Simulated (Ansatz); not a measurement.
A made-up structure of CH8NSi (charge +1), closed shell:

N1  (-0.871, 1.033, -0.315)
C2  (-0.450, -0.412, -0.351)
Si3  (1.201, -0.739, 0.571)
H4  (-1.752, 1.190, -0.811)
H5  (0.061, 0.412, 0.078)
H6  (-0.999, 1.358, 0.646)
H7  (-0.372, -0.691, -1.403)
H8  (-1.265, -0.989, 0.089)
H9  (0.988, -0.305, 1.973)
H10  (2.223, 0.106, -0.091)
H11  (1.460, -2.185, 0.439)
(Å)

It is relaxed with PBE-D4/def2-SVP and then PBE0-D4/def2-TZVP (Ansatz 0.2.0). Atoms count as bonded within 1.22 times the sum of their covalent radii (H–H: 0.88 Å). The end point is not checked to be a true minimum.

**Question.** Does its bonding change? (Judge from chemistry; the calculation decides.)

**Answer.** By the calculation: Yes. Formed: none; broken: C2–H5, Si3–H5.

Where it ends: The first stage lowers the energy by 4.31 eV in 14 steps. It ends as CH₈NSi ([NH3][CH2][SiH3]), total charge +1:
```json
{"atom": "N1", "x (Å)": "-0.8388", "y (Å)": "0.9384", "z (Å)": "-0.2153"}
{"atom": "C2", "x (Å)": "-0.4273", "y (Å)": "-0.5076", "z (Å)": "-0.2960"}
{"atom": "Si3", "x (Å)": "1.2087", "y (Å)": "-0.8786", "z (Å)": "0.6354"}
{"atom": "H4", "x (Å)": "-1.7118", "y (Å)": "1.1190", "z (Å)": "-0.7169"}
{"atom": "H5", "x (Å)": "-0.1237", "y (Å)": "1.5500", "z (Å)": "-0.6157"}
{"atom": "H6", "x (Å)": "-0.9771", "y (Å)": "1.2310", "z (Å)": "0.7547"}
{"atom": "H7", "x (Å)": "-0.3378", "y (Å)": "-0.7510", "z (Å)": "-1.3558"}
{"atom": "H8", "x (Å)": "-1.2521", "y (Å)": "-1.0931", "z (Å)": "0.1133"}
{"atom": "H9", "x (Å)": "0.9799", "y (Å)": "-0.4961", "z (Å)": "2.0494"}
{"atom": "H10", "x (Å)": "2.2442", "y (Å)": "-0.0153", "z (Å)": "0.0185"}
{"atom": "H11", "x (Å)": "1.4623", "y (Å)": "-2.3203", "z (Å)": "0.4520"}
```

Labels in which every atom is bracketed show which atoms are joined, not bond orders.

For scale, one of the runs: PBE0-D4/def2-TZVP relaxation, 147 basis functions, launched by `ansatz run in.yaml --threads 2 --pin off --events-out ev --progress --plain --max-ram 4352MiB`. The run took about 19 s on 2 CPU threads of an Arm Neoverse V2 (shared host).
